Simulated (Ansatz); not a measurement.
# LiH2+ (triplet): the correlation ladder, def2-TZVPP

One table from this session's results is given with a row withheld; the runs are named, their logs left out.

Method: def2-TZVPP, core rule «outside noble gas», up to 1 orbitals frozen; program: Ansatz 0.2.0, Gaussian basis.

The runs, in order: UHF; ROHF; CCSD(T) on UHF.

2 further runs of the same task are left out: 2 set aside as unsound or not needed.

### The system

The geometry is a PBE0/def2-TZVP stationary point (not a proven minimum) of the parent state, kept for this charge and spin.

3 atoms, charge 1, spin multiplicity 3.

Atoms are counted from 1 here; the program's logs count them from 0.

Bond lengths: Li1–H2 1.990 Å, Li1–H3 1.990 Å, H2–H3 0.754 Å. Angles: H2–Li1–H3 21.8°, Li1–H2–H3 79.1°, Li1–H3–H2 79.1°.

The first run:

Input file in.yaml:

```yaml
crystal:
  periodic: [false, false, false]
  atoms:
    - {symbol: Li, position_ang: [0.000000, 0.000000, -0.439732]}
    - {symbol: H, position_ang: [0.000000, 0.377117, 1.514067]}
    - {symbol: H, position_ang: [0.000000, -0.377117, 1.514067]}
basis:
  gaussian: {orbitals: def2-TZVPP}
total_charge: 1
magnetization: {spin_polarized: true, initial_magnetization: 2}
hamiltonian: {xc: hf}
output: {orbitals: {seedname: orbitals}}
```

Command:

```console
$ ansatz run in.yaml --threads 1 --pin off --events-out ev --progress --plain --max-ram 2816MiB --backend cpu
```

Steps of the session up to this table: UHF; ROHF; CCSD(T) on UHF.

One of the session's tables, all rows but one given; the rest of the session is left out.

| method | from UCCSD(T) (meV) |
| --- | --- |
| ROHF | +147.1 |
| UHF | +147.1 |
| UMP2 | ? |
| UCCSD | 0.0 |
| UCCSD(T) | 0 |

Estimate the missing values for UMP2.

The run gave: from UCCSD(T) (meV): +39.9. In the column «from UCCSD(T) (meV)» it lies between UCCSD(T) (0) and ROHF (+147.1).
